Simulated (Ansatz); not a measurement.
```xyz
5

N     0.138    0.546   -0.033
Si   -0.545   -0.727    0.877
H     0.524    0.474   -0.961
H     0.195    1.485    0.330
H    -0.313   -1.778   -0.213
```

The species carries charge 0 and has multiplicity 1.

Problem. List the CAM-B3LYP/def2-TZVPP orbital energies in eV (Ansatz 0.2.0). (An estimate is asked.)

Solution. Computed: Occupied: -1800.85, -391.57, -145.30, -100.73, -100.61, -100.50, -25.65, -16.07, -15.69, -11.55, -9.96, -7.65. Lowest empty: -0.41, 1.20, 3.10, 3.24, 3.41, 6.02, 6.60, 7.00.
